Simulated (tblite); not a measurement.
PS4 (charge -3).
SMILES: `S=P([S-])([S-])[S-]`

Computed with GFN2-xTB (tblite): harmonic, unscaled wavenumbers at the GFN2-xTB geometry, gas phase. Errors from tens to a few hundred cm⁻¹ against measured bands are possible. Multiply charged ions are computed bare, without counter-ions or solvent.

Harmonic wavenumbers (cm⁻¹): 173.5, 173.5, 239.1, 239.1, 239.1, 409.8, 550.2, 550.5, 550.6.

A = 1406, B = 1405, C = 1405 MHz; mass 158.862 u (most abundant isotopes); point group Td, symmetry number 12.

Question: Zero-point energy?

Answer: Half the sum of the wavenumbers: 1563 cm⁻¹ = 4.47 kcal/mol.

Question: Entropy at 350 K, 1 bar (ideal gas, RRHO, classical rotation)?

Answer: Translation 41.92, rotation 24.68, vibration 15.09: S = 81.7 cal/(mol K).

Question: And Cp and H(350 K) − H(0)?

Answer: Cp = 22.80 cal/(mol K), of which vibrations give 14.85 (their classical limit is 9 R = 17.9); H(350 K) − H(0) = 5.78 kcal/mol without the zero-point energy, 3.00 from vibrations.

Question: How do the functions run with temperature in this model?

Answer: 
```tsv
T (K)	S (cal/(mol K))	Cp (cal/(mol K))	H − H(0) (kcal/mol)	G − H(0) (kcal/mol)	ln q(vib)
100	58.8	13.1	0.96	-4.92	0.27
200	69.9	19.0	2.59	-11.39	1.38
300	78.2	21.9	4.66	-18.81	2.66
500	90.1	24.2	9.32	-35.73	5.02
800	101.7	25.2	16.75	-64.63	7.83
1000	107.4	25.4	21.81	-85.56	9.34
```

q(vib) and H(0) count from the zero-point level.

Question: Which modes carry the vibrational entropy at 350 K?

Answer: 173.5 cm⁻¹: 2.70; 173.5 cm⁻¹: 2.70; 239.1 cm⁻¹: 2.10; 239.1 cm⁻¹: 2.10; 239.1 cm⁻¹: 2.10; 409.8 cm⁻¹: 1.17 cal/(mol K); the other 3 give 2.22 together.

Question: What must be added to the electronic energy to get the Gibbs energy at 350 K and 1 bar?

Answer: ZPE + [H(350 K) − H(0)] − T·S = 4.47 + 5.78 − 28.59 = -18.34 kcal/mol.

Hindered rotation and anharmonicity are outside this model.
